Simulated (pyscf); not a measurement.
H₃C–CH⁻–CH₂–OH -> HO⁻ + H₂C=CH–CH₃ (bond scission; singlet surface; C–O broken, none formed). Optimised with ωB97X-D3(BJ)/def2-SVPD in PySCF. Energies in kJ/mol from the reactant's lowest minimum found.

```csv
level,barrier,reaction energy
ωB97X-D3(BJ)/def2-TZVPD,13.3,-9.8
PBE/def2-TZVPD,-2.8,-2.1
r²SCAN/def2-TZVPD,0.4,+0.4
B3LYP-D3(BJ)/def2-TZVPD,[?],-18.9
M06-2X/def2-TZVPD,15.0,+4.4
ωB97M-D3(BJ)/def2-TZVPD,[?],[?]
```

Q: Fill in the missing entries.

A: 
- B3LYP-D3(BJ)/def2-TZVPD, barrier: -0.5
- ωB97M-D3(BJ)/def2-TZVPD, barrier: 11.3
- ωB97M-D3(BJ)/def2-TZVPD, reaction energy: -10.8

On the reactant side the descent ends in a point that may be a rotor saddle (no frequency run), 7.5 kJ/mol over the lowest minimum found and 5.9 kJ/mol under the saddle at ωB97X-D3(BJ)/def2-TZVPD. On the product side the descent ends in a bound adduct, 47.0 kJ/mol under the separated species and 70.2 kJ/mol under the saddle at ωB97X-D3(BJ)/def2-TZVPD. At PBE, B3LYP-D3(BJ) this geometry lies under the reactant; that is no barrier but a single point on another level's saddle; such a level's own saddle, if it has one, lies nearer that side and is low. At PBE the saddle lies under the separated products, which points to a path from their complex (located at ωB97X-D3(BJ) alone). H₃C–CH⁻–CH₂–OH lies 122.7 kJ/mol over its isomer H₃C–CH(CH₃)–O⁻ (electronic energy, ωB97M-D3(BJ)/def2-TZVPD). This is the saddle that the search found; another between the same sides may lie lower.
